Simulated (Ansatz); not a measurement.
**Molecular dynamics, step by step**

BSiCl, singlet, CAM-B3LYP-D4/def2-SVPD (Ansatz 0.2.0). Settings (timestep in fs, temperature in K, friction in 1/fs; T counts 9 degrees of freedom, while the starting velocities carry no drift of the centre of mass, so T starts below the set value):

```yaml
hamiltonian: {xc: {name: CAM-B3LYP}, dispersion: d4}
md: {n_steps: 60, timestep: 1.0, temperature: 500, ensemble: nvt_langevin, seed: 975, friction: 0.05, initial_velocities: maxwell_boltzmann}
```

Start:

```
3
angstrom
B -1.4910 0.8858 -0.7170
Si -0.1078 -0.0565 -0.0636
Cl 1.5988 -0.8293 0.7806
```

```
step  time (fs)  potential energy less the start (meV)  kinetic energy (meV)  T (K)
   0       0.00                                    0.0                 129.3    333
   4       4.00                                 -123.4                 506.0   1305
   8       8.00                                 -323.7                 578.6   1492
  12      12.00                                 -370.5                 516.3   1331
  16      16.00                                 -327.2                 340.7    879
  20      20.00                                 -226.8                 385.5    994
  24      24.00                                 -155.6                 200.0    516
  28      28.00                                 -123.3                 222.7    574
  32      32.00                                  -93.6                 128.2    331
  36      36.00                                  -71.2                 120.0    309
  40      40.00                                  -82.7                 115.5    298
  44      44.00                                 -102.2                  80.4    207
  48      48.00                                 -132.6                 113.5    293
  52      52.00                                 -176.3                 184.9    477
  56      56.00                                 -228.3                 150.8    389
  60      60.00                                 -302.4                 206.5    533
```

Step 16, positions (Å) and forces (eV/Å):

```csv
atom,x,y,z,Fx,Fy,Fz
B1,-1.656,1.120,-0.881,0.722,-0.364,0.304
Si2,-0.110,-0.034,0.024,-0.747,0.220,-0.207
Cl3,1.609,-0.950,0.781,0.025,0.144,-0.096
```

Step 40, positions (Å) and forces (eV/Å):

| atom | x | y | z | Fx | Fy | Fz |
| --- | --- | --- | --- | --- | --- | --- |
| B1 | -1.784 | 1.244 | -1.044 | 1.213 | -0.687 | 0.518 |
| Si2 | -0.234 | -0.120 | 0.101 | -0.664 | 0.085 | 0.005 |
| Cl3 | 1.593 | -1.051 | 0.779 | -0.548 | 0.602 | -0.524 |

Step 48, positions (Å) and forces (eV/Å):

```csv
atom,x,y,z,Fx,Fy,Fz
B1,-1.748,1.246,-1.063,1.158,-0.638,0.485
Si2,-0.269,-0.127,0.119,-0.360,-0.093,0.142
Cl3,1.611,-1.036,0.778,-0.799,0.731,-0.627
```

Last step (60):

```
3
angstrom
B -1.6491 1.2798 -1.0522
Si -0.3053 -0.1559 0.1418
Cl 1.6138 -0.9988 0.7243
```

The run took about 2 min on 2 CPU threads of an Arm Neoverse V1 (shared host).
